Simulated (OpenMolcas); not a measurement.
**C4H8 (isobutene) at 6 levels**

Wanted: a comparison of 6 runs (HF/3-21G, B3LYP/6-31G*, PBE/6-31G*, r2SCAN/6-31G*, MP2/6-31G*, CCSD(T)/6-31G*) of C4H8 (isobutene). 

The results are computed with OpenMolcas 26.06.

**1. The system as given**

C4H8 has 12 atoms, charge 0, and is taken as a singlet. SMILES: `C=C(C)C`. The coordinates come from a PBE0-D4/def2-TZVP relaxation.

Bond lengths: C1–C2 1.329 Å, C2–C3 1.496 Å, C2–C4 1.496 Å, C1–H5 1.085 Å, C1–H6 1.085 Å, C3–H7 1.095 Å, C3–H8 1.091 Å, C3–H9 1.095 Å, C4–H10 1.095 Å, C4–H11 1.091 Å, C4–H12 1.095 Å. Some angles: C1–C2–C3 122.2°, C1–C2–C4 122.2°, C3–C2–C4 115.7°, C2–C1–H5 121.4°, C2–C1–H6 121.4°, C2–C3–H7 110.8°, C2–C3–H8 111.8°, C2–C3–H9 110.8°, C2–C4–H10 110.8°, C2–C4–H11 111.8°.

**2. Energy and forces at HF/3-21G (run 1)**

mol.input

```
* C4H8 Hartree-Fock
>>> EXPORT MOLCAS_PRINT=2
&gateway
baslib=$CurrDir
coord
12
angstrom
C       -0.574120       1.411480      -0.250890
C       -0.080110       0.196690      -0.034980
C        0.052960      -0.375770       1.340390
C        0.379100      -0.686080      -1.151630
H       -0.665480       1.815140      -1.253360
H       -0.904100       2.041770       0.567700
H       -0.516670      -1.306910       1.430310
H       -0.299190       0.318290       2.104310
H        1.096630      -0.627710       1.556930
H       -0.178340      -1.628870      -1.155760
H        0.254300      -0.208180      -2.123920
H        1.435040      -0.949860      -1.029100
basis=3-21G
group=NoSym
&seward
&scf
thresholds=1e-10 1e-07 1e-07 1e-05
prorbitals=1 1
&alaska
```

The basis set 3-21G is read from a file made from the Basis Set Exchange's data (not shown).

Started as:

```
$ export MOLCAS_MEM=1860
$ pymolcas mol.input > mol.log
```

Log:

```text
--- Start Module: gateway ---
[...]
--- Stop Module: gateway /rc=_RC_ALL_IS_WELL_ ---
[...]
      Basis functions           52
[...]
--- Start Module: scf ---
[...]
       Convergence after  12 Iterations
[...]
::    Total SCF energy                               -155.2461495637
[...]
      Total spin, S                                     0.0000000000
[...]
      Total electronic charge=   32.000000
      Total            charge=   -0.000000
[...]
      Dipole Moment (debye):
      Origin of the operator (angstrom)=   -0.0436    0.1071   -0.0190
                   X=  1.8356E-01               Y= -4.5236E-01               Z=  8.0348E-02           Total=  4.9475E-01
      Quadrupole Moment (debye*angstrom):
[...]
--- Stop Module: scf /rc=_RC_ALL_IS_WELL_ ---
--- Start Module: alaska ---
[...]
 *              Molecular gradients               *
 **************************************************
  Irreducible representation: a
 ------------------------------------------------------------------------------------------
                              X                       Y                       Z
 ------------------------------------------------------------------------------------------
  C1               -2.18676611076818E-03    5.59547335844002E-03   -9.83362715576641E-04
  C2                9.08288632749543E-03   -2.24604448495418E-02    3.98559316909730E-03
  C3               -2.27546410248330E-03    8.12490336961080E-03   -1.44262239325741E-02
  C4               -5.60690172330669E-03    1.12878006273338E-02    1.09783571005346E-02
  H5               -2.81917363895878E-04    2.10322996966750E-03   -7.92292576295806E-03
  H6               -2.23073654158323E-03    3.93697857011777E-03    6.84414757814444E-03
  H7               -1.93915439060977E-03   -5.19854072489068E-03    6.92328677701637E-04
  H8               -1.91479844104747E-03    3.83382222854678E-03    3.83206487071241E-03
[...]
--- Stop Module: alaska /rc=_RC_ALL_IS_WELL_ ---
[...]
```

It took 2.6 s on 1 thread of Arm Neoverse V1, shared host; peak memory 0.38 GiB.

**3. Energy and gradient at B3LYP/6-31G(d) (spherical functions) (run 2)**

mol.inp

```
&GATEWAY
  BasLib
  $CurrDir
  Coord
  12
  angstrom
  C       -0.574120       1.411480      -0.250890
  C       -0.080110       0.196690      -0.034980
  C        0.052960      -0.375770       1.340390
  C        0.379100      -0.686080      -1.151630
  H       -0.665480       1.815140      -1.253360
  H       -0.904100       2.041770       0.567700
  H       -0.516670      -1.306910       1.430310
  H       -0.299190       0.318290       2.104310
  H        1.096630      -0.627710       1.556930
  H       -0.178340      -1.628870      -1.155760
  H        0.254300      -0.208180      -2.123920
  H        1.435040      -0.949860      -1.029100
  Basis
  6-31Gs
  Group
  NoSym

&SEWARD
  GridInput
  Grid=UltraFine
  End of Grid

&SCF
  KSDFT
  B3LYP
  Thresholds
  1e-10 1e-07 1e-07 1e-05
  PrOrbitals
  1

&ALASKA
```

The basis set 6-31G* is read from a file made from the Basis Set Exchange's data (not shown).

Started as:

```
$ export MOLCAS_MEM=1860
$ pymolcas mol.inp > mol.log
```

Log:

```text
--- Start Module: gateway ---
[...]
--- Stop Module: gateway /rc=_RC_ALL_IS_WELL_ ---
[...]
      Basis functions           72
[...]
--- Start Module: scf ---
[...]
       Convergence after  13 Iterations
[...]
::    Total KS-DFT energy                            -157.2238205534
[...]
      Total spin, S                                     0.0000000000
[...]
      Total electronic charge=   32.000000
      Total            charge=   -0.000000
[...]
      Dipole Moment (debye):
      Origin of the operator (angstrom)=   -0.0436    0.1071   -0.0190
                   X=  1.9199E-01               Y= -4.7286E-01               Z=  8.4003E-02           Total=  5.1722E-01
      Quadrupole Moment (debye*angstrom):
[...]
--- Stop Module: scf /rc=_RC_ALL_IS_WELL_ ---
[...]
--- Start Module: alaska ---
[...]
 *              Molecular gradients               *
 **************************************************
  Irreducible representation: a
 ------------------------------------------------------------------------------------------
                              X                       Y                       Z
 ------------------------------------------------------------------------------------------
  C1                2.65492822397206E-03   -6.37879220380988E-03    1.14104535111759E-03
  C2               -5.45010756811015E-04    1.24223770040022E-03   -2.25734163561975E-04
  C3               -3.49928542337508E-04    1.49932125708352E-03   -3.46494751930670E-03
  C4               -1.17456436173891E-03    2.27851611424157E-03    2.79607549950089E-03
  H5                5.66530009507238E-04   -1.63571775700455E-03    1.40440385139673E-03
  H6                8.40163478665445E-04   -1.91041474332376E-03   -7.76594125416974E-04
  H7                1.20407699699121E-03    2.22791936348221E-03   -1.08165996397247E-03
  H8                6.33642945118806E-04   -1.07222957465702E-03   -2.32559973587110E-03
[...]
--- Stop Module: alaska /rc=_RC_ALL_IS_WELL_ ---
[...]
```

Run time: 43 s. Hardware: 1 thread of Arm Neoverse V1, shared host; peak memory 0.42 GiB.

Run 3 isn't shown in full; the table further down has it.

**4. Energy and forces at r2SCAN/6-31G(d) (spherical functions) (run 4)**

run.input

```
>>> EXPORT MOLCAS_PRINT=2

&GATEWAY
 BasLib=$CurrDir
 Coord
 12
 angstrom
 C       -0.574120       1.411480      -0.250890
 C       -0.080110       0.196690      -0.034980
 C        0.052960      -0.375770       1.340390
 C        0.379100      -0.686080      -1.151630
 H       -0.665480       1.815140      -1.253360
 H       -0.904100       2.041770       0.567700
 H       -0.516670      -1.306910       1.430310
 H       -0.299190       0.318290       2.104310
 H        1.096630      -0.627710       1.556930
 H       -0.178340      -1.628870      -1.155760
 H        0.254300      -0.208180      -2.123920
 H        1.435040      -0.949860      -1.029100
 Basis=6-31Gs
 Group=NoSym

&SEWARD
 GridInput
 Grid=UltraFine
 End of Grid

&SCF
 KSDFT=2
 1.0 MGGA_X_R2SCAN
 1.0 MGGA_C_R2SCAN
 Thresholds=1e-10 1e-07 1e-07 1e-05
 PrOrbitals=0

&ALASKA
```

The basis set 6-31G* is read from a file made from the Basis Set Exchange's data (not shown).

Started as:

```
$ export MOLCAS_MEM=1860
$ pymolcas run.input > run.log
```

Log:

```text
--- Start Module: gateway ---
[...]
--- Stop Module: gateway /rc=_RC_ALL_IS_WELL_ ---
[...]
      Basis functions           72
[...]
--- Start Module: scf ---
[...]
       Convergence after  14 Iterations
[...]
::    Total KS-DFT energy                            -157.1088290369
[...]
      Total spin, S                                     0.0000000000
[...]
      Total electronic charge=   32.000000
      Total            charge=   -0.000000
[...]
      Dipole Moment (debye):
      Origin of the operator (angstrom)=   -0.0436    0.1071   -0.0190
                   X=  2.1055E-01               Y= -5.1856E-01               Z=  9.2123E-02           Total=  5.6721E-01
      Quadrupole Moment (debye*angstrom):
[...]
--- Stop Module: scf /rc=_RC_ALL_IS_WELL_ ---
[...]
--- Start Module: alaska ---
[...]
 *              Molecular gradients               *
 **************************************************
  Irreducible representation: a
 ------------------------------------------------------------------------------------------
                              X                       Y                       Z
 ------------------------------------------------------------------------------------------
  C1                3.42000917878504E-03   -8.27058904943989E-03    1.47682567566365E-03
  C2               -2.31068225594333E-03    5.58722415765445E-03   -9.97833469744025E-04
  C3               -1.44063025505847E-04    5.60177485696922E-04   -1.05115871828154E-03
  C4               -3.93536271242168E-04    7.91606390248667E-04    8.13533108933839E-04
  H5                4.36548173119833E-04   -1.56786584016122E-03    2.71270832319592E-03
  H6                1.04845916545648E-03   -2.16414557210021E-03   -2.05150711721380E-03
  H7                1.47485606469311E-03    2.83447267279202E-03   -7.08965687380325E-04
  H8                9.24993301207100E-04   -1.74091351438732E-03   -2.45175746116599E-03
[...]
--- Stop Module: alaska /rc=_RC_ALL_IS_WELL_ ---
[...]
```

Run time: 59 s. Hardware: 1 thread of Arm Neoverse V1, shared host; peak memory 0.42 GiB.

Run 5 isn't shown in full; the table further down has it.

**5. The energy at CCSD(T)/6-31G(d) (spherical functions) (run 6)**

calc.inp

```
&GATEWAY
 BasLib = $CurrDir
 BasisSet
 C.6-31Gs....
 C1 -0.574120 1.411480 -0.250890 angstrom
 C2 -0.080110 0.196690 -0.034980 angstrom
 C3 0.052960 -0.375770 1.340390 angstrom
 C4 0.379100 -0.686080 -1.151630 angstrom
 End of Basis
 BasisSet
 H.6-31Gs....
 H5 -0.665480 1.815140 -1.253360 angstrom
 H6 -0.904100 2.041770 0.567700 angstrom
 H7 -0.516670 -1.306910 1.430310 angstrom
 H8 -0.299190 0.318290 2.104310 angstrom
 H9 1.096630 -0.627710 1.556930 angstrom
 H10 -0.178340 -1.628870 -1.155760 angstrom
 H11 0.254300 -0.208180 -2.123920 angstrom
 H12 1.435040 -0.949860 -1.029100 angstrom
 End of Basis

&SEWARD

&SCF
 Thresholds = 1e-10 1e-07 1e-07 1e-05
 PrOrbitals = 1 2

&RASSCF
 FileOrb = $Project.ScfOrb
 Spin = 1
 Nactel = 0 0 0
 Inactive = 16
 Ras2 = 0
 OutOrbitals = Canonical
 OrbListing = Few

&MOTRA
 JobIph
 Frozen = 4

&CCSDT
 CCT
 Triples = 2
 Iterations = 80
 Accuracy = 1e-08
 Extrapolation = 5 4
```

The basis set 6-31G* is read from a file made from the Basis Set Exchange's data (not shown).

Started as:

```
$ export MOLCAS_MEM=1860
$ pymolcas calc.inp > calc.log
```

Log:

```text
--- Start Module: gateway ---
[...]
--- Stop Module: gateway /rc=_RC_ALL_IS_WELL_ ---
[...]
      Basis functions           72
[...]
       Convergence after  12 Iterations
[...]
::    Total SCF energy                               -156.1093092619
[...]
      Total spin, S                                     0.0000000000
[...]
      Number of active orbitals                  0
[...]
      Spin quantum number                      0.0
[...]
      Active orbitals                            0
[...]
      Number of CSFs                             1
[...]
      Number of root(s) required                 1
[...]
      Convergence after  4 iterations
[...]
      Natural orbitals and occupation numbers for root  1
      ************************************************************************************************************************
      *                                                    Final results                                                     *
      ************************************************************************************************************************
[...]
::    RASSCF root number  1 Total energy:   -156.10930926
[...]
      Total electronic charge=   32.000000
      Total            charge=   -0.000000
[...]
      Dipole Moment (debye):
      Origin of the operator (angstrom)=   -0.0436    0.1071   -0.0190
                   X=  1.7216E-01               Y= -4.2424E-01               Z=  7.5353E-02           Total=  4.6400E-01
      Quadrupole Moment (debye*angstrom):
[...]
--- Start Module: motra ---
[...]
      *** WARNING: Default frozen orbitals is overwritten by user input.
      *** Default values:   4
[...]
--- Stop Module: motra /rc=_RC_ALL_IS_WELL_ ---
--- Start Module: ccsdt ---
[...]
      Convergence after                    16  Iterations
      Total energy (diff) :    -156.67147459      -0.00000000
[...]
 METHOD                       : CCSD+T(CCSD)+<T3(1)WT1> = CCSD(T)
[...]
       CCSD     =      -156.6714745890631
[...]
--- Stop Module: ccsdt /rc=_RC_ALL_IS_WELL_ ---
[...]
```

It took 34 s on 1 thread of Arm Neoverse V1, shared host; peak memory 0.42 GiB.

**6. The series**

```tsv
run	level	integration grid	task	energy (Eh)	dipole moment (D) of the reference	HOMO energy (eV)	LUMO energy (eV)	wall time
1	HF/3-21G	–	gradient	-155.246150	0.49	-9.37	5.23	2.6 s
2	B3LYP/6-31G* (spherical functions)	UltraFine	gradient	-157.223821	0.52	-6.52	0.90	43 s
3	PBE/6-31G* (spherical functions)	UltraFine	gradient	-156.987029	0.55	-5.60	0.06	46 s
4	r2SCAN/6-31G* (spherical functions)	UltraFine	gradient	-157.108829	0.57	-5.86	0.23	59 s
5	MP2/6-31G* (spherical functions)	–	energy	-156.621512	0.46	-9.32	5.19	4.2 s
6	CCSD(T)/6-31G* (spherical functions)	–	energy	-156.689046	0.46	-9.32	5.19	34 s
```

**7. Outcome**

| quantity | value |
| --- | --- |
| run 6: total energy | -156.68905 Eh |
| run 6: dipole moment (mean-field density) | 0.46 D |
| run 6: HOMO energy (Hartree–Fock orbitals) | -9.32 eV |
| run 6: LUMO energy (Hartree–Fock orbitals) | 5.19 eV |
| run 6: HOMO–LUMO gap (Hartree–Fock orbitals) | 14.51 eV |
| run 6: correlation energy (4 core orbitals frozen) | -579.7 mEh |
| run 6: (T) correction | -17.57 mEh |

What this shows: Over runs 1, 2, 3, 4 the dipole moment (its size) runs from 0.49 D (HF/3-21G) to 0.57 D (r2SCAN/6-31G*). The two ends differ in method and basis. Over runs 1, 2, 3, 4 the HOMO–LUMO gap runs from 5.66 eV (PBE/6-31G*) to 14.60 eV (HF/3-21G). Totals of different functionals can't be ranked against each other. All runs together took 3.2 min, the longest 59 s.
